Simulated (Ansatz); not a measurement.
Species, as SMILES: Cl[CH]Cl, doublet.
Atoms: C1, Cl2, Cl3, H4. Bonds: C1-Cl2, C1-Cl3, C1-H4.

How fast the highest harmonic wavenumber converges with the basis for several methods (Ansatz, a program for electronic structure): deviation from each method's own reference, in cm⁻¹. References: HF 3375 cm⁻¹, the value in aug-pcseg-2; PBE 3150 cm⁻¹, the value in aug-pcseg-2; PBE0 3244 cm⁻¹, the value in aug-pcseg-2. All functions are spherical. Open shells are unrestricted. No added dispersion term, no relativity. Each level at its own minimum, unscaled; the references are large sets that could be run, not limits.

```json
[
 {"basis": "pcseg-0", "functions": "37", "HF": "66", "PBE": "8", "PBE0": "29"},
 {"basis": "3-21G", "functions": "37", "HF": "49", "PBE": "2", "PBE0": "23"},
 {"basis": "def2-SV(P)", "functions": "52", "HF": "23", "PBE": "-12", "PBE0": "-4"},
 {"basis": "pcseg-1", "functions": "55", "HF": "37", "PBE": "5", "PBE0": "14"},
 {"basis": "aug-pcseg-1", "functions": "86", "HF": "15", "PBE": "-12", "PBE0": "-5"},
 {"basis": "cc-pV(T+d)Z", "functions": "122", "HF": "-8", "PBE": "0", "PBE0": "-3"},
 {"basis": "jun-cc-pV(T+d)Z", "functions": "149", "HF": "-9", "PBE": "-2", "PBE0": "-4"},
 {"basis": "def2-TZVPPD", "functions": "156", "HF": "-5", "PBE": "1", "PBE0": "-1"}
]
```

Mean absolute deviation over cc-pV(T+d)Z, jun-cc-pV(T+d)Z, def2-TZVPPD: PBE 1, PBE0 3, HF 7 cm⁻¹.
